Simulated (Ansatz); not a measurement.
```yaml
crystal:
  periodic: [false, false, false]
  atoms:
    - {symbol: Pd, position_ang: [0.000000, 0.000000, 0.000000]}
    - {symbol: F, position_ang: [0.000000, 0.000000, 1.960000]}
basis:
  gaussian: {orbitals: def2-TZVP}
magnetization: {spin_polarized: true, initial_magnetization: 1}
hamiltonian: {xc: pbe0}
relax: {f_tol: 0.004, max_steps: 80}
```

```sh
$ ansatz run in.yaml --threads 1 --pin off --events-out ev --progress --plain --max-ram 2176MiB
```

Steps of the relaxation (energy above the last step; positions in Å, forces in eV/Å):

```
2
step 1, 14.2 meV
Pd    0.000    0.000    0.000    0.000    0.000    0.670
F     0.000    0.000    1.960    0.000    0.000   -0.670
```

```
2
step 2, 1.5 meV
Pd    0.000    0.000    0.014    0.000    0.000    0.227
F     0.000    0.000    1.946    0.000    0.000   -0.227
```

```
2
step 3, 0.0 meV
Pd    0.000    0.000    0.021    0.000    0.000   -0.013
F     0.000    0.000    1.939    0.000    0.000    0.013
```

```
2
step 5, 0.0 meV
Pd    0.000    0.000    0.020    0.000    0.000    0.000
F     0.000    0.000    1.940    0.000    0.000    0.000
```

Close pairs at the end: Pd1–F2 1.919 Å.

A stationary point of unrestricted PBE0 after 5 steps, with ⟨S²⟩ = 0.751 against 0.75 for a pure state. 92 s on 1 thread of AMD EPYC 7571, shared host.
